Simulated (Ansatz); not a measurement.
# C3H8S2: one species, many methods

The task here is to estimate one member of a computed series from the others.

Program: Ansatz 0.2.0, Gaussian basis. Level of theory: functionals in def2-TZVPP, the program's frozen cores in correlated methods. These are calculated values, not measurements.

Plan: PBE-D4, r2SCAN-D4, PBE0-D4, B3LYP-D4, ωB97X-V, ωB97M-V, B2PLYP; CCSD(T)/def2-TZVPP; MP2/def2-QZVPP; extrapolation to the limit.

## The geometry

All runs share one geometry, relaxed beforehand with PBE0-D4 in a triple-zeta def2 set.

13 atoms, charge 0, spin multiplicity 1.

Atoms are counted from 1 here; the program's logs count them from 0.

Bond lengths: C1–S2 1.800 Å, C1–H6 1.091 Å, C1–H7 1.090 Å, C1–H8 1.092 Å, S2–C3 1.812 Å, C3–C4 1.514 Å, C3–S5 1.809 Å, C3–H9 1.095 Å, C4–H10 1.092 Å, C4–H11 1.092 Å, C4–H12 1.093 Å, S5–H13 1.344 Å. Angles: S2–C1–H6 106.2°, S2–C1–H7 112.4°, S2–C1–H8 111.2°, H6–C1–H7 108.5°, H6–C1–H8 108.3°, H7–C1–H8 110.1°, C1–S2–C3 101.4°, S2–C3–C4 114.2°, S2–C3–S5 107.1°, S2–C3–H9 108.2°, C4–C3–S5 112.8°, C4–C3–H9 110.3°, S5–C3–H9 103.6°, C3–C4–H10 110.1°, C3–C4–H11 110.4°, C3–C4–H12 111.1°, H10–C4–H11 108.7°, H10–C4–H12 108.2° and more.

Coordinates:

```mol
C3H8S2
  3D, bonds by distance, orders not assigned

 13 12  0  0  0  0  0  0  0  0999 V2000
   -1.5978    0.6340    1.0894 C   0  0
   -0.0476    1.3791    0.5593 S   0  0
    0.4559    0.2544   -0.7693 C   0  0
    0.6110   -1.1880   -0.3367 C   0  0
    1.9668    0.9335   -1.4965 S   0  0
   -2.0410    1.3293    1.8036 H   0  0
   -1.4502   -0.3254    1.5860 H   0  0
   -2.2871    0.5193    0.2503 H   0  0
   -0.2770    0.3322   -1.5789 H   0  0
    0.9437   -1.7988   -1.1785 H   0  0
    1.3468   -1.2682    0.4662 H   0  0
   -0.3365   -1.5933    0.0266 H   0  0
    2.7336    0.7576   -0.4069 H   0  0
  1  2  8  0
  2  3  8  0
  3  4  8  0
  3  5  8  0
  1  6  8  0
  1  7  8  0
  1  8  8  0
  3  9  8  0
  4 10  8  0
  4 11  8  0
  4 12  8  0
  5 13  8  0
M  END
```

The first run:

Contents of in.yaml:

```yaml
crystal:
  periodic: [false, false, false]
  atoms:
    - {symbol: C, position_ang: [-1.597813, 0.633980, 1.089430]}
    - {symbol: S, position_ang: [-0.047625, 1.379055, 0.559313]}
    - {symbol: C, position_ang: [0.455930, 0.254379, -0.769278]}
    - {symbol: C, position_ang: [0.611008, -1.188048, -0.336698]}
    - {symbol: S, position_ang: [1.966759, 0.933525, -1.496517]}
    - {symbol: H, position_ang: [-2.041017, 1.329341, 1.803613]}
    - {symbol: H, position_ang: [-1.450238, -0.325424, 1.586042]}
    - {symbol: H, position_ang: [-2.287075, 0.519258, 0.250336]}
    - {symbol: H, position_ang: [-0.276967, 0.332173, -1.578872]}
    - {symbol: H, position_ang: [0.943676, -1.798793, -1.178547]}
    - {symbol: H, position_ang: [1.346775, -1.268160, 0.466250]}
    - {symbol: H, position_ang: [-0.336483, -1.593336, 0.026581]}
    - {symbol: H, position_ang: [2.733569, 0.757551, -0.406853]}
basis:
  gaussian: {orbitals: def2-TZVPP}
hamiltonian: {xc: pbe, dispersion: d4}
output: {forces: true, orbitals: {seedname: orbitals}}
```

Started as:

```console
$ ansatz run in.yaml --threads 4 --pin off --events-out ev --progress --plain --max-ram 10444MiB
```

Steps of the session up to this table: PBE-D4 (GGA); r2SCAN-D4 (meta-GGA); PBE0-D4 (hybrid); B3LYP-D4 (hybrid); ωB97X-V (range-separated); ωB97M-V (range-separated); B2PLYP (double hybrid); CCSD(T) in def2-TZVPP; MP2 in def2-QZVPP.

One table of the session follows, with a row left open; its other results are not shown here.

It belongs to the step «Atomisation energies». 

```
            method  atomisation energy (eV)
            PBE-D4                   49.606
         r2SCAN-D4                   48.769
           PBE0-D4                        ?
          B3LYP-D4                   48.546
           ωB97X-V                   48.790
           ωB97M-V                   48.874
            B2PLYP                   47.954
     HF/def2-TZVPP                   35.476
    MP2/def2-TZVPP                   47.905
   CCSD/def2-TZVPP                   46.655
CCSD(T)/def2-TZVPP                   47.382
           MP2/CBS                   49.159
       CCSD(T)/CBS                   48.635
```

**Question.** Estimate the row for PBE0-D4.

**Answer.** atomisation energy (eV): 48.939. In the column «atomisation energy (eV)» it lies between ωB97M-V (48.874) and MP2/CBS (49.159).
